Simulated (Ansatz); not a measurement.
C3H3N, SMILES `C[C]C#N` (lower triplet) (charge 0, multiplicity 3). This triplet lies 0.56 eV below the relaxed singlet at the level B3LYP/cc-pVTZ // B3LYP-D3(BJ)/def2-TZVP (Ansatz, a program for electronic structure).

Level of theory: r2SCAN0/cc-pVTZ // B3LYP-D3(BJ)/def2-TZVP (Ansatz).

Ansatz 0.2 input:
```yaml
crystal:
  periodic: [false, false, false]
  atoms:
    - { symbol: C, position_ang: [-0.950537, 0.258917, -0.184572] }
    - { symbol: C, position_ang: [0.436455, -0.121081, -0.29415] }
    - { symbol: C, position_ang: [1.671987, -0.455774, -0.38864] }
    - { symbol: N, position_ang: [2.833033, -0.771001, -0.478065] }
    - { symbol: H, position_ang: [-1.573057, -0.313733, -0.879818] }
    - { symbol: H, position_ang: [-1.087966, 1.32134, -0.410942] }
    - { symbol: H, position_ang: [-1.329923, 0.081332, 0.827059] }
basis:
  gaussian: { orbitals: cc-pVTZ }
hamiltonian:
  xc: r2scan0
magnetization:
  spin_polarized: true
  initial_magnetization: 2
```

Output:

```
Functional definition: r2SCAN0
877 factors; their error is unknown
mean field evaluation 1: about -4640.2433 eV, gradient 3.1e1 eV
mean field evaluation 2: about -4639.7106 eV, gradient 3.3e1 eV
mean field evaluation 4: about -4644.6421 eV, gradient 2.4e0 eV
mean field evaluation 8: about -4644.7198 eV, gradient 1.9e-1 eV
mean field evaluation 16: about -4644.7163 eV, gradient 2.2e-4 eV
mean field -4644.71629832 eV, -170.6901756615 hartree, gradient 7.6e-5 eV, S^2 2.107419; 0 other end points of the search recorded, 0 dependent functions left out
reference -4644.71630586 eV, -170.6901759386 hartree; 15, 13 occupied and 147, 149 virtual orbitals, 877 factors
Total energy: -4644.71630586 eV, -170.6901759386 hartree
```
